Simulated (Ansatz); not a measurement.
The same path of AlF2H (4 atoms, charge 0, multiplicity 1) was run twice with different band settings. Lost on the way: Al1–H2, Al1–F3. Made: H2–F3.

Computed with RHF/6-31G* in Ansatz.

Relaxed end points:

```xyz
4
Properties=species:S:1:pos:R:3
Al 0.374 0.000 0.251
H 0.327 0.000 1.810
F 1.790 0.000 -0.556
F -0.991 0.000 -0.639
```

```xyz
4
Properties=species:S:1:pos:R:3
Al -1.239 0.000 0.250
H 1.976 0.000 1.414
F 1.644 0.000 0.563
F -0.881 0.000 -1.361
```

Common settings: climbing image yes; spring 5.0 eV/Å²; optimiser quadratic models (default); start path through a guess of the saddle point; force threshold 0.05 eV/Å; iteration limit 60; end points relaxed.

| run | movable images |
| --- | --- |
| 1 | 9 |
| 2 | 3 |

Task: What does each run give, and how far can it be trusted?

Result: Run 1: converged after 8 iterations, highest image 4.171 eV above the first end. Neighbouring images differ by up to 1.4 eV, so the band resolves the path poorly. A vibrational analysis at the climbing image gives one clearly imaginary mode, 1836i cm⁻¹: a first-order saddle point.
Run 2: converged after 8 iterations, highest image 4.171 eV above the first end. Neighbouring images differ by up to 2.9 eV, so the band resolves the path poorly. Another band between the same ends (9 images) ends at a top of the same energy, where a vibrational analysis finds 1 clearly imaginary mode. So few images can step over the top or miss a turn of the path.
The orbitals stay closed-shell, which can raise the energy where a bond breaks towards radicals; this wasn't checked here.
